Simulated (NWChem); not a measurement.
Correlation energy of tetrafluoroethylene (C2F4)

```
C
F 1 1.3087
F 1 1.3087 2 113.66
C 1 1.3294 2 123.17 3 180.00
F 4 1.3087 1 123.17 2 180.00
F 4 1.3087 5 113.66 1 180.00
```
Charge 0, spin multiplicity 1.

The numbers come from NWChem runs, not from measurements. The geometry was optimised at PBE0/def2-SVP, a minimum by its harmonic frequencies.

Basis set: 6-31G*. Each correlation energy counts from its own Hartree-Fock reference.

The correlated methods keep 6 core orbitals frozen. The Pople sets run with spherical d functions. Coupled-cluster values serve here as a point of comparison, not as the truth.

**Question.** For the correlation energy, CCSD gives -930.2 mHa and CR-CCSD[T] gives -950.2 mHa. What do CCSD+T(CCSD), SCS-MP2, CR-CCSD(T) give?

**Answer.** CCSD+T(CCSD): -957.7 mHa; SCS-MP2: -877.7 mHa; CR-CCSD(T): -947.9 mHa.
